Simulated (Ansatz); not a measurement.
# Si2O (singlet): relaxing a cheap start

Aim: relax a generated start of Si2O (singlet) and see which bonds hold.

The runs use Ansatz 0.2.0, Gaussian basis; RKS PBE0/def2-TZVP.

## (1) The system as given

3 atoms, charge 0, spin multiplicity 1.

Atoms are counted from 1 here; the program's logs count them from 0.

Bond lengths: O1–Si2 1.522 Å, Si2–Si3 2.183 Å. Angles: O1–Si2–Si3 180.0°.

The start was built by rule and, where that kept it together, relaxed with GFN2-xTB. Sticks and bond lists go by distance. 

## (2) The run

Input file in.yaml:

```yaml
crystal:
  periodic: [false, false, false]
  atoms:
    - {symbol: O, position_ang: [0.000000, 0.000000, -1.742028]}
    - {symbol: Si, position_ang: [0.000000, 0.000000, -0.220347]}
    - {symbol: Si, position_ang: [0.000000, 0.000000, 1.962375]}
basis:
  gaussian: {orbitals: def2-TZVP}
hamiltonian: {xc: pbe0}
relax: {f_tol: 0.004, max_steps: 80}
```

Started as:

```sh
> ansatz run in.yaml --threads 1 --pin off --events-out ev --progress --plain --max-ram 2176MiB
```

Q: Predict the outcome of this session. Wanted: energy gained; shift from the start; total energy; dipole moment.

The runs gave:

```
                  quantity           value
                     steps               5
             energy gained        0.047 eV
shift from the start (rms)         0.040 Å
              total energy  -17791.5238 eV
             dipole moment          3.15 D
```

The bonds of the start are those of the end. Si2–Si3 went from 2.183 to 2.270 Å. No vibrations were run, so this is a stationary point, not a proven minimum, and this spin need not be the ground state's.
